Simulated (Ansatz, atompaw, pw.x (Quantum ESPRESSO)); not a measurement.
## From atom to crystal: PAW (atompaw) potential for P

atompaw 4.2.0.5 input, output lines left out:

```
P 15
GGA-PBESOL scalarrelativistic loggrid 1500 logderivrange -3 5 201
3 3 0 0 0 0
3 1 3
0 0 0
c
c
v
c
v
2
2.00 1.45 1.80 1.10
y
-0.2
n
y
4.2
n
y
0.1
y
1.75
n
custom polynom2 7 10 vanderbiltortho sinc
bessel
1.45
1.45
2.00
2.00
2.00
1.80
```

Atomic tests: cutoffs needed: 18 Ry and 21 Ry (the cutoffs (Ry, on a coarse ladder) from which the occupation-weighted sum of valence levels, in a spherical-Bessel basis at the reference potential, stays within 10 and 1 mRy of its value at 400 Ry); ghost test: no extra level below or beside the all-electron valence levels (s, p, d, f tested) (spherical-Bessel basis up to 400 Ry, 20 bohr box); lowest eigenvalue of the overlap operator: 0.35 (s channel).

Crystal test: fcc P in pw.x 7.5, no spin, 15³ k-points, Fermi–Dirac smearing 0.01 Ry, cutoffs 40/400 Ry. The reference is all-electron LAPW (Ansatz 0.2.0) with the same functional, mesh and smearing; V0 and B0 come from Birch–Murnaghan fits to the pressures at five volumes. Errors are pseudo minus all-electron; Δ is the rms difference of the E(V) curves that follow from these fits, minima aligned, over ±6 % about the mean V0. Mesh and smearing are coarse, so the numbers serve the comparison and aren't converged zero-temperature values; the lattice is a test structure that the element need not adopt.

All-electron: a0 = 3.827 Å (V0 = 14.01 Å³/atom), B0 = 103.0 GPa.

How far does the potential miss the all-electron equation of state?

mean pressure error (GPa): +0.38; a0 (Å): 3.832; a0 error (%): +0.12; B0 error (%): +0.5; Δ (meV/atom): 1.2.

| V (Å³/atom) | P all-electron (GPa) | P pseudo (GPa) |
| --- | --- | --- |
| 13.391 | 5.09 | 5.58 |
| 13.744 | 2.06 | 2.49 |
| 14.096 | -0.60 | -0.23 |
| 14.448 | -2.97 | -2.64 |
| 14.801 | -5.09 | -4.79 |

At the middle volume, how do free energy and pressure move when the wave cutoff is lowered (ecutrho held at 400 Ry)?

```
cutoff (Ry)  shift of F (meV/atom)  shift of P (GPa)
         18                  +52.7             -3.22
         24                   +2.1             -0.19
         32                   +0.7             -0.01
```

Input at the middle volume:

```
&control
  calculation='scf', prefix='x', pseudo_dir='./', outdir='./tmp', tstress=.true., disk_io='none'
/
&system
  ibrav=0, nat=1, ntyp=1, ecutwfc=40, ecutrho=400, nbnd=9,
  occupations='smearing', smearing='fd', degauss=0.01
/
&electrons
  conv_thr=1e-09, mixing_beta=0.4, electron_maxstep=70
/
ATOMIC_SPECIES
P 1.0 P.UPF
CELL_PARAMETERS angstrom
  0.00000000 1.91729364 1.91729364
  1.91729364 0.00000000 1.91729364
  1.91729364 1.91729364 0.00000000
ATOMIC_POSITIONS crystal
P 0.0000 0.0000 0.0000
K_POINTS automatic
15 15 15 0 0 0
```

```bash
pw.x < P.scf.in > P.scf.out
```

Lines of the output:

```
Message from routine setup:
     using ibrav=0 with symmetry is DISCOURAGED, use correct ibrav instead
     lattice parameter (alat)  =       5.1239  a.u.
     unit-cell volume          =      95.1245 (a.u.)^3
     number of electrons       =         5.00
     number of Kohn-Sham states=            9
     kinetic-energy cutoff     =      40.0000  Ry
     charge density cutoff     =     400.0000  Ry
     scf convergence threshold =      1.0E-09
     Exchange-correlation= SLA PW PSX PSC
     number of k points=   120  Fermi-Dirac smearing, width (Ry)=  0.0100
     negative rho (up, down):  3.823E-03 0.000E+00
     iteration #  1     ecut=    40.00 Ry     beta= 0.40
     negative rho (up, down):  3.493E-03 0.000E+00
     total energy              =     -54.29775919 Ry
     estimated scf accuracy    <       0.00188851 Ry
     iteration #  2     ecut=    40.00 Ry     beta= 0.40
     negative rho (up, down):  3.141E-03 0.000E+00
     total energy              =     -54.29758789 Ry
     estimated scf accuracy    <       0.00047396 Ry
     iteration #  3     ecut=    40.00 Ry     beta= 0.40
     negative rho (up, down):  3.098E-03 0.000E+00
     total energy              =     -54.29764627 Ry
     estimated scf accuracy    <       0.00000459 Ry
     iteration #  4     ecut=    40.00 Ry     beta= 0.40
     negative rho (up, down):  3.086E-03 0.000E+00
     total energy              =     -54.29764719 Ry
     estimated scf accuracy    <       0.00000008 Ry
     iteration #  5     ecut=    40.00 Ry     beta= 0.40
     negative rho (up, down):  3.082E-03 0.000E+00
     total energy              =     -54.29764719 Ry
     estimated scf accuracy    <       0.00000001 Ry
     iteration #  6     ecut=    40.00 Ry     beta= 0.40
     negative rho (up, down):  3.082E-03 0.000E+00
     the Fermi energy is    11.6190 ev
!    total energy              =     -54.29764720 Ry
     estimated scf accuracy    <          9.4E-12 Ry
     smearing contrib. (-TS)   =      -0.00237980 Ry
     The total energy is F=E-TS. E is the sum of the following terms:
     one-electron contribution =       6.49273476 Ry
     hartree contribution      =       0.20072648 Ry
     xc contribution           =      -5.63286830 Ry
     ewald contribution        =     -15.81789869 Ry
     one-center paw contrib.   =     -39.53796164 Ry
     convergence has been achieved in   6 iterations
     negative rho (up, down):  3.082E-03 0.000E+00
          total   stress  (Ry/bohr**3)                   (kbar)     P=       -2.27
     Message from routine punch:
     Nothing written, as per user request (disk_io='none')
```

The run at the middle volume (120 k-points, 6 iterations) took about 8.6 s on one core of a shared host (AMD EPYC 7R43 64-Core Processor, 256 threads, 1004 GiB, load 65).
